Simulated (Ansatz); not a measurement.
# SiNH₄ (quartet): from Hartree-Fock to the top rungs at distance Si1–H5 along a hydrogen transfer = 1.381 Å, cc-pVDZ

How much of the correlation energy of SiNH₄ (quartet) does each wave-function method recover here?

Method: cc-pVDZ, core rule «outside noble gas», up to 6 orbitals frozen; program: Ansatz 0.2.0, Gaussian basis.

The runs, in order: UHF; CCSD(T) on ROHF; CCSD(T) on UHF; BCCD(T) on ROHF; CISD; CCSDT(Q) on ROHF; CCSDT(Q) on UHF; CASSCF and MRCISD+Q, 5 electrons in 5 orbitals; CASSCF and NEVPT2, 5 electrons in 5 orbitals.

11 further runs of the same task are left out: 1 for a mislabelled method, 8 that didn't finish, 2 set aside as unsound or not needed.

## 1. The system

The geometry derives from fragments relaxed apart (PBE0/def2-TZVP) and kept rigid, so it is no stationary point. A hydrogen atom is moved between rigid fragments.

6 atoms, charge 0, spin multiplicity 4.

Atoms are counted from 1 here; the program's logs count them from 0.

Bond lengths: Si1–H2 1.485 Å, Si1–H3 1.485 Å, Si1–H4 1.485 Å, Si1–H5 1.381 Å. Angles: H2–Si1–H3 109.5°, H2–Si1–H4 109.5°, H2–Si1–H5 109.5°, H3–Si1–H4 109.5°, H3–Si1–H5 109.5°, H4–Si1–H5 109.5°.

## 2. UHF

in.yaml reads:

```yaml
crystal:
  periodic: [false, false, false]
  atoms:
    - {symbol: Si, position_ang: [-0.971622, 0.000000, 0.000000]}
    - {symbol: H, position_ang: [-1.466494, 1.399708, 0.000000]}
    - {symbol: H, position_ang: [-1.466493, -0.699854, 1.212183]}
    - {symbol: H, position_ang: [-1.466494, -0.699854, -1.212183]}
    - {symbol: H, position_ang: [0.409378, 0.000000, 0.000000]}
    - {symbol: N, position_ang: [2.235378, 0.000000, 0.000000]}
basis:
  gaussian: {orbitals: cc-pVDZ}
magnetization: {spin_polarized: true, initial_magnetization: 3}
hamiltonian: {xc: hf}
output: {orbitals: {seedname: orbitals}}
```

On the command line:

```sh
$ ansatz run in.yaml --threads 1 --pin off --events-out ev --progress --plain --max-ram 2393MiB
```

After this run come: CCSD(T) on ROHF; CCSD(T) on UHF; BCCD(T) on ROHF; CISD; CCSDT(Q) on ROHF; CCSDT(Q) on UHF; CASSCF and MRCISD+Q, 5 electrons in 5 orbitals; CASSCF and NEVPT2, 5 electrons in 5 orbitals.

Before running them: what should the planned runs give, taken together? Wanted: UCCSDT(Q) below the RHF energy; RMP2 from UCCSDT(Q); UMP2 from UCCSDT(Q); RCCSD from UCCSDT(Q); RCCSD(T) from UCCSDT(Q); UCCSD(T) from UCCSDT(Q); RCCSDT(Q) from UCCSDT(Q); NEVPT2 pair from UCCSDT(Q); MRCISD+Q pair from UCCSDT(Q).

The runs gave:

| quantity | value |
| --- | --- |
| UCCSDT(Q) below the RHF energy | -6.7003 eV |
| RMP2 from UCCSDT(Q) | +32.57 kcal/mol |
| UMP2 from UCCSDT(Q) | +32.21 kcal/mol |
| RCCSD from UCCSDT(Q) | +2.79 kcal/mol |
| RCCSD(T) from UCCSDT(Q) | +0.60 kcal/mol |
| UCCSD(T) from UCCSDT(Q) | +0.56 kcal/mol |
| RCCSDT(Q) from UCCSDT(Q) | +0.05 kcal/mol |
| NEVPT2 pair from UCCSDT(Q) | +32.59 kcal/mol |
| MRCISD+Q pair from UCCSDT(Q) | +0.09 kcal/mol |
| levels within 1 kcal/mol (43 meV) | RCCSD(T), UCCSD(T), BCCD(T), RCCSDT, UCCSDT, RCCSDT(Q), MRCISD+Q pair |
| T1 diagnostic | 0.013 |

In words: RCCSD(T) misses by +0.60 kcal/mol, 0.4 % of the correlation energy. Of the multireference levels listed MRCISD+Q pair comes nearest in total energy (+0.09 kcal/mol), which doesn't show that its space is the better one. These misses are within one basis, not against nature; the frozen cores of restricted and unrestricted runs differ, which can shift their rows.
